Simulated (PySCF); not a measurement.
# O: ionisation energy

O [He] 2s2 2p4 (3P) → O⁺ [He] 2s2 2p3 (4S), as a difference of total energies. All numbers are calculated (PySCF 2.14, the spin-free X2C one-electron Hamiltonian (Gaussian nucleus), in aug-cc-pCVTZ-DK (7s6p4d2f, 59 functions)). Correlated levels: valence: 1s2 frozen; valence and next inner shell: nothing frozen. The calculations carry no spin-orbit coupling.

```
                                method  ionisation energy (eV)  plus first-order spin-orbit estimate  error of that sum (eV)
                                   UHF                  12.022                                12.031                  -1.587
                                   LDA                  14.000                                14.010                  +0.392
                                   PBE                  14.058                                14.068                  +0.450
                                  PBE0                  13.845                                13.855                  +0.237
                                r2SCAN                  13.715                                13.724                  +0.106
                                revPBE                  13.988                                13.998                  +0.380
                                  BP86                  14.208                                14.217                  +0.599
                               r2SCANh                  13.665                                13.675                  +0.057
                                  PW91                  14.129                                14.138                  +0.520
                         MP2 (valence)                  13.335                                13.345                  -0.273
                     SCS-MP2 (valence)                  13.441                                13.450                  -0.168
    MP2 (valence and next inner shell)                  13.349                                13.359                  -0.259
SCS-MP2 (valence and next inner shell)                  13.446                                13.455                  -0.163
```

Reference: 13.618 eV (measured; NIST Atomic Spectra Database, ionization energies).

A first-order spin-orbit estimate (lowest level to lowest level, LS coupling) adds 0.009 eV.

Errors of the correlated levels include the incompleteness of this basis and the frozen core.
